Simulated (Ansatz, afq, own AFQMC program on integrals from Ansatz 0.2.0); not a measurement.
Atomization energy of BH, triplet

```tsv
atom	x (Å)	y (Å)	z (Å)
B	0.0000	0.0000	0.0000
H	0.0000	0.0000	1.1940
```

Atoms in their ground-state spins without spin–orbit coupling (mostly on UHF) minus the molecule (UHF), without zero-point energy. The geometry is a stationary point, not shown to be a minimum.

Basis cc-pVTZ. Noble-gas cores (and the filled d shells of Ga–Kr and In–Xe) are frozen. Ansatz 0.2.0 and our own AFQMC program on the same integrals; the CISD trial comes from CCSD amplitudes, and released means the phaseless constraint is let go. Error bars are statistical, one sigma. The errors of all members are added in quadrature.

Full CI on the same integrals is exact in this basis and with this determinant's frozen core.

Errors are counted within cc-pVTZ, not against nature.

Cautions: BH (triplet): lower spins were not checked.

Reference (full CI): 221.5 kJ/mol.

```csv
level,atomization energy (kJ/mol),error against FCI (kJ/mol)
HF,222.5,1.0
MP2,238.9,17.4
CCSD,221.3,-0.2
CCSD(T),221.5,0.0
ph-AFQMC/HF,231.7 ± 1.9,10.2 ± 1.9
```

Correlation beyond CCSD(T) changes it by less than 2 meV. The perturbative (T) step is worth +0.2 kJ/mol.

A walk keeps the symmetry of its determinant, which the program's search chose and which needn't be the lowest solution, so a lower state of the same spin and another symmetry isn't excluded.
